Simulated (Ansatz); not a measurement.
**Worked example: correlation energy of BO⁺, triplet**

Geometry: that of the BO, quartet, kept fixed.

```xyz
2

B     0.0000    0.0000    0.0000
O     0.0000    0.0000    1.4032
```

Basis 6-31G; Ansatz 0.2.0. Correlated methods freeze the noble-gas cores, which leaves 8 electrons in 16 orbitals. Prefix R: restricted or restricted open-shell reference; prefix U: unrestricted.

Full CI is exact within this basis and frozen core; it isn't the basis-set limit. The frozen core follows each run's orbitals, which can shift R against U totals by a few meV.

UCCSD has a T1 diagnostic of 0.035 and a largest doubles amplitude of 0.06.

Runs differ by some tens of microhartree through their thresholds and, for an open shell, their frozen cores, so the step to full CI, which has another core, is uncertain by up to 0.1 kcal/mol.

```tsv
level	total energy (hartree)
UHF	-99.044893
UMP2	-99.160639
UCCSD	-99.174103
UCCSD(T)	-99.179224
UCCSDT	-99.180387
UCCSDT(Q)	-99.180810
UCCSDTQ	-99.180600
full CI	-99.180531
```

Task: What is the correlation energy at full CI, and what share of it do UMP2 and UCCSD(T) recover?

Result: E(corr) = -99.180531 − (-99.044893) = -0.135638 hartree = -3.691 eV. UMP2: -0.115746 / -0.135638 = 85.33 %. UCCSD(T): -0.134331 / -0.135638 = 99.04 %.

Task: By how many kcal/mol does UCCSD(T) miss full CI (1 hartree = 627.509 kcal/mol), and which steps make up the rest?

Result: -99.179224 − (-99.180531) = 0.001307 hartree = 0.82 kcal/mol. Steps: UCCSDT − UCCSD(T) = -0.73, UCCSDT(Q) − UCCSDT = -0.27, UCCSDTQ − UCCSDT(Q) = 0.13, full CI − UCCSDTQ = 0.04 kcal/mol. Differences between like states or geometries often cancel part of this.
